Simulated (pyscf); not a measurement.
# Four-centre exchange: disilane (H₃Si–SiH₃) + hydrogen chloride (HCl) -> H₃Si–SiH₂–Cl + hydrogen (H₂)

Gas phase, singlet surface, charge 0. Bonds broken: Si1–H3, Cl9–H10. Bonds formed: Si1–Cl9, H3–H10. PySCF, gas phase, ωB97X-D3(BJ)/def2-SVP geometries.

Transition state (Å):

```xyz
10

Si    -1.1446    -0.7807    -0.1351
Si     0.1732     0.9402    -0.9664
H     -1.1776    -0.8913     1.6049
H     -2.4031    -1.2627    -0.7448
H     -0.3183    -2.0236     0.0685
H      0.7295     1.6631     0.2084
H      1.3040     0.3779    -1.7669
H     -0.6663     1.8206    -1.8163
Cl    -2.4885     1.2208     0.7243
H     -1.6480    -0.1541     1.5145
```

One imaginary mode, 853i cm⁻¹; descent along it reached the two sides named.

| bond | change | reactant side (Å) | saddle | product side |
|---|---|---|---|---|
| Si1–H3 | breaks | 1.494 | 1.744 | 3.7 |
| Cl9–H10 | breaks | 1.284 | 1.795 | 2.9 |
| Si1–Cl9 | forms | 3.5 | 2.559 | 2.081 |
| H3–H10 | forms | 2.9 | 0.879 | 0.761 |

Electronic energies relative to the separated reactants (kJ/mol):

| level | barrier | reaction energy | reverse barrier |
|---|---|---|---|
| ωB97X-D3(BJ)/def2-TZVP | 139.2 | -79.1 | 218.2 |
| PBE/def2-TZVP | 122.7 | -67.3 | 190.0 |
| r²SCAN/def2-TZVP | 128.5 | -74.3 | 202.8 |
| B3LYP-D3(BJ)/def2-TZVP | 137.0 | -72.4 | 209.4 |
| PBE0-D3(BJ)/def2-TZVP | 128.9 | -70.0 | 199.0 |
| M06-2X/def2-TZVP | 136.9 | -80.1 | 217.0 |
| ωB97M-D3(BJ)/def2-TZVP | 144.1 | -69.4 | 213.5 |
| HF/def2-TZVP | 213.6 | -59.4 | 273.0 |

With ωB97M-D3(BJ)/def2-TZVP energies and thermal terms (ideal gas, 1 atm, RRHO with modes under 100 cm⁻¹ raised to 100, one conformer, R ln 2 for chiral ones without a mode under 150 cm⁻¹), in kJ/mol:

| T (K) | ΔH‡ | ΔG‡ | ΔH | ΔG |
|---|---|---|---|---|
| 298 | 144.3 | 183.3 | -73.5 | -71.1 |
| 600 | 143.8 | 223.1 | -70.7 | -69.8 |
| 900 | 144.8 | 262.6 | -68.7 | -69.8 |
| 1200 | 146.3 | 301.7 | -67.8 | -70.3 |

This is the saddle that the search found; another between the same sides may lie lower.
